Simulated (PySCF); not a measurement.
FHO: calculation against experiment

**Experimental background.**

NIST CCCBDB Release 22 (SRD 101), experimental dipoles lists, for the gas: dipole moment 2.23 D.

How close the calculation comes is told at the end.

Compound: FHO.
Atom-mapped SMILES: `[OH:1][F:2]` (hydrogens: H3 on O1)

Cartesian coordinates in Å at the PBE0-D3(BJ)/def2-SVP level; atoms count from 1:
```
atom  x, y, z in Å
O1    -0.206    0.479    0.024
F2     0.998   -0.220    0.189
H3    -0.779   -0.263   -0.227
```

The PySCF runs (gas phase, on this PBE0-D3(BJ)/def2-SVP geometry; no spin–orbit coupling):

| level | job | basis functions | wall time |
| --- | --- | --- | --- |
| PBE0-D3(BJ)/def2-SVP, grid level 1 | geometry optimisation from a GFN2-xTB start | 33 | 2.0 s |

Hardware: Arm Neoverse N1, one thread, no GPU, shared host.

Results beside the measurements:

**Dipole moment.** Measured: 2.23 D (NIST CCCBDB Release 22 (SRD 101), experimental dipoles).

```tsv
level	computed (D)	computed − measured (D)	% (from the printed values)
PBE0-D3(BJ)/def2-SVP	2.02	-0.21	-9
```

The computed dipoles belong to one fixed geometry; measured ones are averaged over vibrations unless marked μe. Magnitudes are compared, not signs.

No measured geometry was used, and the causes of the misses weren't examined.
